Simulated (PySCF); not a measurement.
Compound: C₂H₄OS.
Bonds: C1–O2, O2–C3, C3–S4 (double). Hydrogens: H5, H6, H7 on C1; H8 on C3.

Computed with PySCF 2.14.0, PBE0-D3(BJ)/def2-SVP geometry optimisation, gas phase.

Q: What internal coordinates does the optimisation give?

A: 
```json
{"bond": "C1–O2", "length (pm)": "141.3"}
{"bond": "O2–C3", "length (pm)": "132.2"}
{"bond": "C3=S4", "length (pm)": "161.5"}
{"bond": "C1–H5, C1–H6, C1–H7", "length (pm)": "110.0"}
{"bond": "C3–H8", "length (pm)": "110.7"}
```

Bonds in one row agree within 1 pm and their mean is given. A selection of angles:
```json
{"angle": "O2–C1–H5", "degrees": "107.5"}
{"angle": "O2–C1–H6", "degrees": "110.1"}
{"angle": "O2–C1–H7", "degrees": "111.4"}
{"angle": "H5–C1–H6", "degrees": "109.1"}
{"angle": "C1–O2–C3", "degrees": "118.6"}
{"angle": "O2–C3–S4", "degrees": "124.3"}
{"angle": "O2–C3–H8", "degrees": "113.3"}
{"angle": "S4–C3–H8", "degrees": "122.4"}
```

Dihedral angles: C1–O2–C3–S4 -176° (antiperiplanar). The mirror-image conformer, all signs reversed, is as good.

Of the pairs four or more bonds apart, H7···H8 is among the closest relative to their van der Waals radii: 2.14 Å, 89 % of the sum of Bondi's values. The C–O distances run from 1.322 Å (O2–C3, drawn single) to 1.413 Å (C1–O2, drawn single), a spread of 0.091 Å. O2 (oxygen bonded to 2 C) is bent (angle 118.6°).

PBE0-D3(BJ)/def2-SVP frequencies: not computed here. One conformer, not necessarily the lowest.

Time: 7.9 s wall. Hardware: an x86-64 server with one thread, no GPU (shared host). That covers the optimisation of the geometry.
